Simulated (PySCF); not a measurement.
Homolysis of single bonds, series Ga CH3-SiH3. All species are isolated molecules in the gas phase. Strings in code marks are SMILES.

The highest occupied spin orbital from two functionals at the same geometries (r2SCAN-D4/def2-TZVP), both in PySCF: PBE-D3(BJ)/def2-TZVP and r2SCAN-D4/def2-TZVP. 

```json
[
 {"species": "radical fragment (`[CH3]`)", "PBE-D3(BJ)/def2-TZVP (eV)": "-5.38"},
 {"species": "radical fragment (`[Ga]([CH3])[CH3]`)", "PBE-D3(BJ)/def2-TZVP (eV)": "-3.95"},
 {"species": "radical fragment (`[CH3][Ga][SiH3]`)", "PBE-D3(BJ)/def2-TZVP (eV)": "-4.17"},
 {"species": "radical fragment (`[SiH3]`)", "PBE-D3(BJ)/def2-TZVP (eV)": "-5.30"}
]
```

Problem. What does r2SCAN-D4/def2-TZVP give for each?

Solution. 
- radical fragment (`[CH3]`): -5.88
- radical fragment (`[Ga]([CH3])[CH3]`): -4.26
- radical fragment (`[CH3][Ga][SiH3]`): -4.48
- radical fragment (`[SiH3]`): -5.65
Over these rows, drawn at random from the members with no instability flagged (it was tested for open shells, ions and some series alone), PBE minus r2SCAN-D4: mean +0.37 eV, from +0.31 eV to +0.49 eV.
